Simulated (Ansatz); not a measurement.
Input file:

```yaml
crystal:
  periodic: [false, false, false]
  atoms:
    - {symbol: B, position_ang: [0.000000, -0.684100, 0.000000]}
    - {symbol: Cl, position_ang: [0.000000, 0.104304, -1.528646]}
    - {symbol: Cl, position_ang: [0.000000, 0.104304, 1.528646]}
basis:
  gaussian: {orbitals: cc-pVDZ}
magnetization: {spin_polarized: false, initial_magnetization: 3}
correlation: {active_space: {ras: {orbitals: [7, 3, 29], electrons: 17, max_holes: 2, max_particles: 2}, fixed_orbitals: true}}
accuracy: high
```

```sh
$ ansatz run in.yaml --threads 1 --pin off --events-out ev --progress --plain --max-ram 2393MiB
```

The program prints:

```
1053 factors; integrals over basis functions are off by at most 3.4e-9 eV
mean field evaluation 1: about -25671.8736 eV, gradient 1.2e1 eV
mean field evaluation 2: about -25671.9560 eV, gradient 1.2e1 eV
mean field evaluation 4: about -25673.3053 eV, gradient 1.4e0 eV
mean field evaluation 8: about -25673.3279 eV, gradient 3.0e-1 eV
mean field evaluation 16: about -25673.3287 eV, gradient 3.3e-3 eV
mean field evaluation 32: about -25673.3287 eV, gradient 2.6e-8 eV
mean field evaluation 64: about -25673.3287 eV, gradient 2.1e-8 eV
mean field evaluation 96: about -25673.6310 eV, gradient 3.5e-1 eV
mean field evaluation 128: about -25673.6480 eV, gradient 9.9e-2 eV
mean field evaluation 160: about -25673.6481 eV, gradient 4.3e-2 eV
mean field evaluation 192: about -25673.6474 eV, gradient 1.2e-1 eV
mean field -25673.64810914 eV, -943.4891657872 hartree, gradient 3.1e-8 eV, S^2 3.750000; 13 other end points of the search recorded, 0 dependent functions left out
reference -25673.64810914 eV, -943.4891657872 hartree; 21, 18 occupied and 29, 32 virtual orbitals, 1053 factors
state -25682.11779423 eV, -943.8004209734 hartree
Total energy: -25682.11779423 eV, -943.8004209734 hartree
```

Ran on 1 thread of Intel Xeon Platinum 8488C, shared host: 36 s wall, 0.17 GiB peak host memory.
